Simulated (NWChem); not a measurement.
Molecule: methane (CH$_{4}$); SMILES C

```xyz
5

C      0.0000     0.0000     0.0000
H     -0.8540    -0.2418    -0.6465
H      0.8689     0.2544    -0.6213
H     -0.2557     0.8552     0.6396
H      0.2407    -0.8678     0.6282
```
Atoms are numbered in this order, from 1.

Results from NWChem. STO-3G and 3-21G are far too small for this property and stand as cheap habits. All runs use the structure optimised with PBE0/def2-SVP. GIAO values for the isolated, static molecule; σ is the absolute isotropic shielding, δ = σ(reference) − σ with the isolated reference molecule computed at the same levels (13C: tetramethylsilane, 1H: tetramethylsilane).

**Question.** Estimate the computed values for Hartree-Fock/STO-3G. Quantities: δ C1 (ppm); δ H2 (ppm).

**Answer.** 
```
Quantity    Result
----------  ------
δ C1 (ppm)    11.7
δ H2 (ppm)    0.72
```
